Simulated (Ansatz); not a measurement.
Input for Ansatz (an electronic-structure program): R-SVWN5/def2-TZVPPD on C2H5NS (a complex). Files ending in .json are basis or fitting sets from the Basis Set Exchange.

Ansatz 0.2 input:
```yaml
crystal:
  periodic: [false, false, false]
  atoms:
    - {symbol: C, position_ang: [1.99644300, 0.05718500, -0.00648300]}
    - {symbol: N, position_ang: [2.98021800, 0.65834500, 0.10945000]}
    - {symbol: H, position_ang: [1.07234100, -0.48518900, -0.10641600]}
    - {symbol: S, position_ang: [-1.51439900, -0.79999400, -0.11697900]}
    - {symbol: C, position_ang: [-1.57014400, 1.01297400, 0.01160700]}
    - {symbol: H, position_ang: [-1.55457900, -1.05260000, 1.20049200]}
    - {symbol: H, position_ang: [-1.54556000, 1.39238100, -1.01019600]}
    - {symbol: H, position_ang: [-0.70866100, 1.40255300, 0.55309700]}
    - {symbol: H, position_ang: [-2.49314500, 1.33992300, 0.48665400]}
basis:
  gaussian:
    orbitals: def2-TZVPPD.json
hamiltonian:
  xc: {name: SVWN5}
scf: {lower_state_search: off}
```

The head of its log:

```
WARN ansatz: RAYON_NUM_THREADS=1 ignored (pool sized by the plan → 1); use --threads N
Functional definition: SVWN5
these checks for a lower state are left out or cut short: stability, starts, cluster_reference, orbital_swaps, neighbouring_geometries, increment
integrals: 0.15 GiB planned
1140 factors; their error is unknown
mean field: 1.14 GiB planned
mean field evaluation 1: about -14400.1358 eV, gradient 7.3e1 eV
mean field evaluation 2: about -14373.4376 eV, gradient 1.2e2 eV
```

**Question.** What total energy does the run end on?

**Answer.** -529.6260 hartree.
